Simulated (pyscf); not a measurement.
trimethylgallium (H₃C–Ga(CH₃)–CH₃) + silanol (HO–SiH₃) -> methane (CH₄) + H₃C–Ga(CH₃)–O–SiH₃ (four-centre exchange; singlet surface; C–Ga, H–O broken, C–H, Ga–O formed). Optimised with ωB97X-D3(BJ)/def2-SVP in PySCF. Energies in eV from the separated reactants.

| level | barrier | reaction energy |
|---|---|---|
| ωB97X-D3(BJ)/def2-TZVP | 0.26 | -1.23 |
| PBE/def2-TZVP | 0.27 | -1.13 |
| B3LYP-D3(BJ)/def2-TZVP | 0.30 | -1.25 |
| PBE0-D3(BJ)/def2-TZVP | 0.22 | -1.16 |
| ωB97M-D3(BJ)/def2-TZVP | 0.35 | -1.18 |
| HF/def2-TZVP | 1.03 | -1.33 |

The functionals in the table span 0.13 eV in this barrier, from PBE0-D3(BJ) to ωB97M-D3(BJ)/def2-TZVP. On the reactant side the descent ends in an adduct with a Ga–O contact, 0.57 eV under the separated species and 0.83 eV under the saddle at ωB97X-D3(BJ)/def2-TZVP. What is counted as formed (Ga–O) is already present as a longer contact in the reactant adduct; forming that adduct is a step of its own. This is the saddle that the search found; another between the same sides may lie lower. Elements up to Kr have no core potential and no relativistic terms here.
